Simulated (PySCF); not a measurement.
Carbon: a sound run and one with changed settings

Sound run: C [He] 2s2 2p2, C+ [He] 2s2 2p1. All numbers are calculated (PySCF 2.14, the spin-free X2C one-electron Hamiltonian (Gaussian nucleus), in cc-pVDZ-DK (3s2p1d, 14 functions)). The sound run starts from symmetry-adapted Hartree-Fock orbitals and uses a fine grid where one is needed.

Changed run: radial step 0.3 in ln r (0.13 in the sound run). This setting is unsound on purpose.

```
species  method  sound run (hartree)  changed run (hartree)  converged
      C     UHF            -37.70147              -37.70147        yes
      C     PBE            -37.80396              -37.80397        yes
      C    PBE0            -37.81429              -37.81426        yes
     C+     UHF            -37.30463              -37.30463        yes
     C+     PBE            -37.38121              -37.38132        yes
     C+    PBE0            -37.39166              -37.39170        yes
```

Ionisation energy of C:

| method | sound run (eV) | changed run (eV) |
| --- | --- | --- |
| UHF | 10.799 | 10.799 |
| PBE | 11.504 | 11.501 |
| PBE0 | 11.501 | 11.498 |

A coarse radial grid mis-integrates the density and the exchange-correlation energy, with errors of either sign; Hartree-Fock needs no grid.

For comparison, NIST gives 11.260 eV between the lowest levels.
